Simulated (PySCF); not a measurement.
Compound: C₅H₁₀F (doublet state).
Structure used (PBE0-D3(BJ)/def2-SVP), in Å, numbered top down from 1:
```
atom  x, y, z in Å
C1     2.0739   -0.5826   -0.3680
C2     0.7305   -0.7318    0.2452
C3    -0.4630    0.0334   -0.2259
C4    -1.7794   -0.6311    0.1586
C5    -0.4121    1.4689    0.2927
F6    -1.4688    2.2002   -0.1951
H7     2.6495   -1.5219   -0.3262
H8     2.6960    0.1766    0.1490
H9     2.0073   -0.2712   -1.4229
H10    0.6461   -1.2724    1.1949
H11   -0.4122    0.1104   -1.3294
H12   -2.6321   -0.0216   -0.1716
H13   -1.8647   -1.6290   -0.2951
H14   -1.8514   -0.7501    1.2524
H15   -0.4592    1.4776    1.3967
H16    0.5245    1.9624   -0.0191
```

The hyperfine couplings belong to this conformer and change with its torsions.

Identity: `C[CH][C@@H](C)CF` [radical].

Method used: UKS B3LYP, IGLO-III on C F, pcH-1 on H, non-relativistic, mean-field spin-orbit, GIAO in PySCF. Isolated species at its PBE0-D3(BJ)/def2-SVP geometry (one conformer only). No stability test was run, so a lower SCF solution isn't excluded.

Question: What is the g tensor, term by term?

Answer: 
| Δg (ppm) | 1 | 2 | 3 |
| --- | --- | --- | --- |
| relativistic mass correction | -147 | -147 | -147 |
| gauge correction | 9 | 37 | 38 |
| orbital Zeeman/spin–orbit | -66 | 447 | 675 |
| total | -204 | 337 | 566 |

So g = 2.00212, 2.00266, 2.00289 and g_iso = 2.00255; the tensor is rhombic: the two nearest values differ by 30 % of g3 − g1. Axes: g2 points within 7° of the C1–C2 bond.

Question: At 9.47 GHz, how far is the centre of the isotropic spectrum from where a free electron (g = 2.002319) resonates?

Answer: B = hν/(g μB) with μB/h = 13.99624 MHz/mT gives 337.91 mT for the free electron and 337.87 mT at g_iso, 0.04 mT lower.

Question: What effective moment and Curie constant follow for a powder?

Answer: With the mean of g² = 4.0102 and S(S+1) = 0.75: μ_eff = √(⟨g²⟩S(S+1)) = 1.734 μB and χT = 0.12505·⟨g²⟩·S(S+1) = 0.376 cm³ K/mol (cgs; spin-Hamiltonian part alone).

Question: Average each term over the three axes. Which is largest in size?

Answer: The orbital-Zeeman/spin–orbit term 352, the mass correction -147 and the gauge correction 28 ppm, for a total of 233 ppm. The orbital-Zeeman/spin–orbit term is the largest in size. The mass correction is the same along every axis, so the anisotropy comes from the other two: their spans along these axes are 29 (gauge) and 741 ppm (orbital Zeeman/spin–orbit).

Question: In a frozen sample, at which fields do the three g values resonate at 9.5, 34, 94 and 263 GHz (hyperfine left aside), and which band first spreads them over more than twice a line width of 0.3 mT?

Answer: 
```
band    GHz  B(g3) mT  B(g2) mT  B(g1) mT  spread mT
   X    9.5    338.89    338.93    339.02       0.13
   Q   34.0   1212.86   1213.00   1213.33       0.47
   W   94.0   3353.21   3353.59   3354.50       1.29
   J  263.0   9381.84   9382.91   9385.45       3.61
```

The spread grows in proportion to the frequency. W band is the first where it exceeds 0.6 mT.

The largest Mulliken spin populations are on C2 (+1.05), C1 (-0.09), C3 (-0.08) and H8 (+0.07). C2 is the only atom above +0.15. The angles at C2 add up to 358.9°, so it is planar; its axial dipolar tensor and the negative coupling of its proton fit spin in a p orbital normal to that plane.

The HOMO–LUMO gaps are 6.29 eV among the α and 7.28 eV among the β orbitals.
